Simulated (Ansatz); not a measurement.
# CH8BN: the cost of one run

Program: Ansatz 0.2.0. Level of theory: the levels named in each step. These are calculated values, not measurements.

## 1. Starting point

Bond lengths: B1–N2 1.648 Å, N2–C3 1.458 Å, B1–H4 1.193 Å, B1–H5 1.191 Å, B1–H6 1.191 Å, N2–H7 1.015 Å, N2–H8 1.016 Å, C3–H9 1.093 Å, C3–H10 1.088 Å, C3–H11 1.087 Å. Angles (14 of 18 angles, heavy atoms first): B1–N2–C3 114.3°, B1–N2–H7 106.1°, B1–N2–H8 106.0°, C3–N2–H7 110.8°, C3–N2–H8 110.7°, N2–B1–H4 104.8°, N2–B1–H5 106.2°, N2–B1–H6 106.1°, N2–C3–H9 112.3°, N2–C3–H10 108.7°, N2–C3–H11 108.8°, H7–N2–H8 108.6°, H4–B1–H5 112.9°, H4–B1–H6 112.9°.

Structure file:

```xyz
11

B     1.2888    0.5717   -0.0865
N     0.0679   -0.5339   -0.0440
C    -1.2594    0.0440    0.1266
H     2.2814   -0.0743   -0.2303
H     1.0605    1.2820   -1.0152
H     1.2552    1.1418    0.9590
H     0.2870   -1.1651    0.7196
H     0.1255   -1.0488   -0.9175
H    -2.0437   -0.7173    0.1477
H    -1.2771    0.6104    1.0557
H    -1.4494    0.7345   -0.6913
```

## 2. A rough first relaxation, PBE-D4/def2-SVP

This run stands in another session on the same molecule. It ended at:

```xyz
11

B     1.2969    0.5710   -0.0872
N     0.0815   -0.5247   -0.0456
C    -1.2707    0.0481    0.1281
H     2.3275   -0.0892   -0.2355
H     1.0496    1.3046   -1.0476
H     1.2506    1.1593    0.9961
H     0.2813   -1.1920    0.7143
H     0.1210   -1.0760   -0.9157
H    -2.0571   -0.7332    0.1498
H    -1.2847    0.6255    1.0707
H    -1.4591    0.7517   -0.7034
```

## 3. Relaxation, r2SCAN-D4/def2-TZVPP

input.yaml reads:

```yaml
crystal:
  periodic: [false, false, false]
  atoms:
    - { symbol: B, position_ang: [1.29688494, 0.57096636, -0.08721586] }
    - { symbol: "N", position_ang: [0.08151989, -0.5246657, -0.04561293] }
    - { symbol: C, position_ang: [-1.27070124, 0.04813124, 0.12809793] }
    - { symbol: H, position_ang: [2.32753497, -0.08922969, -0.23552065] }
    - { symbol: H, position_ang: [1.04958512, 1.30462222, -1.04759687] }
    - { symbol: H, position_ang: [1.25057627, 1.15928711, 0.99605503] }
    - { symbol: H, position_ang: [0.28127227, -1.19197397, 0.71428045] }
    - { symbol: H, position_ang: [0.12098325, -1.07604689, -0.91570376] }
    - { symbol: H, position_ang: [-2.05707361, -0.73317355, 0.14980384] }
    - { symbol: H, position_ang: [-1.28471404, 0.62546089, 1.0706554] }
    - { symbol: H, position_ang: [-1.45912783, 0.75172197, -0.70339258] }
basis:
  gaussian: { orbitals: def2-TZVPP }
hamiltonian:
  xc: r2scan
  dispersion: d4
relax:
  f_tol: 0.002
  max_steps: 150
```

Command:

```console
$ ansatz run input.yaml --threads 4 --pin off --max-ram 10240MiB --backend cpu --events-out ev --progress --plain --runs-dir out
```

What time and memory should one allow on 4 threads of AMD EPYC (Zen 3), shared host?

About 43 s, with a peak of 0.41 GiB.
